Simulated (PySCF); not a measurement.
chlorocyclopropane, C3H5Cl, SMILES ClC1CC1, point group Cs.

Level: B3LYP/pcSseg-1 in PySCF (density fitting, grid level 2); geometry and Hessian at that level, cubic constants and property derivatives from steps of ±0.6 along each species' dimensionless normal coordinates, second-order vibrational perturbation theory. The parent has the commonest isotopes.

Equilibrium geometry (Å):

```csv
atom,x,y,z
Cl1,1.8230,-0.8695,-1.1217
C2,0.6521,-0.4438,0.1618
C3,-0.0170,0.8931,0.1385
C4,-0.8051,-0.3644,-0.1634
H5,0.9647,-0.8675,1.1104
H6,0.2092,1.5525,-0.6949
H7,-0.1655,1.4002,1.0894
H8,-1.0984,-0.5338,-1.1958
H9,-1.5088,-0.7427,0.5748
```

Species: parent. Output of the displacement run:

```
mode    cm-1    km/mol   phi_rrr   E(+)/cm-1  E(-)/cm-1
  1    323.30     2.08     -22.6      57.59      59.38
  2    335.38     0.05       2.5      60.44      60.92
  3    626.27    24.64    -104.5     109.27     116.69
  4    769.82     2.24     -19.1     139.65     140.97
  5    817.01    11.19       1.7     148.08     147.83
  6    892.58     7.04     190.9     167.73     154.00
  7    954.93    10.90      -1.3     171.98     171.99
  8   1058.47    22.73      69.4     193.92     188.92
  9   1076.49     2.15       0.7     194.60     194.54
 10   1091.38     4.50     -12.7     196.34     197.22
 11   1118.15     1.37       1.8     202.33     202.31
 12   1185.72     0.51       1.5     213.49     213.87
 13   1227.68     0.08    -160.2     215.30     226.91
 14   1312.46    38.38      -2.3     236.94     237.23
 15   1446.25     6.17       2.3     260.62     260.48
 16   1488.33     8.42      60.1     270.24     265.92
 17   3115.02     6.33      35.9     563.39     560.82
 18   3117.25     2.17     953.8     596.75     528.14
 19   3176.02     2.89    1902.0     645.23     508.76
 20   3197.56     0.63       0.7     577.03     577.17
 21   3209.91     4.38    -235.3     570.75     587.64
```

For the shielding of C4 (σe = 169.02 ppm):

```csv
mode,ω (cm⁻¹),Σr φrrs (cm⁻¹),∂σ/∂q,∂²σ/∂q²
1,323,-78,0.743,-1.150
2,335,11,0.437,-1.148
3,626,-356,-0.777,-0.715
4,770,-74,-0.489,-2.544
5,817,-2,0.483,-1.144
6,893,268,-1.406,-1.260
7,955,3,-2.576,0.115
8,1058,51,-1.826,-0.248
9,1076,-10,0.157,-0.167
10,1091,-54,0.247,-0.335
11,1118,1,-0.304,-0.593
12,1186,13,-0.525,-0.171
13,1228,-792,-3.149,-0.445
14,1312,308,3.013,-0.373
15,1446,-3,1.590,-0.250
16,1488,130,1.584,-0.361
17,3115,11,-7.204,-0.988
18,3117,855,7.780,-1.000
19,3176,741,0.677,-0.284
20,3198,-8,1.317,-1.223
21,3210,57,-0.983,-1.212
```

Problem. Work out the zero-point average of this shielding.

Solution. With ⟨qs⟩ = −Σr φrrs/(4ωs) and ⟨qs²⟩ = 1/2: the mean displacements are 0.060, -0.008, 0.142, 0.024, 0.001, -0.075, -0.001, -0.012, 0.002, 0.012, 0.000, -0.003, 0.161, -0.059, 0.000, -0.022, -0.001, -0.069, -0.058, 0.001, -0.004. The anharmonic term Σ (∂σ/∂q)⟨q⟩ is -1.22 ppm, the harmonic term ¼ Σ ∂²σ/∂q² is -3.87 ppm, so ⟨σ⟩ = 163.92 ppm.
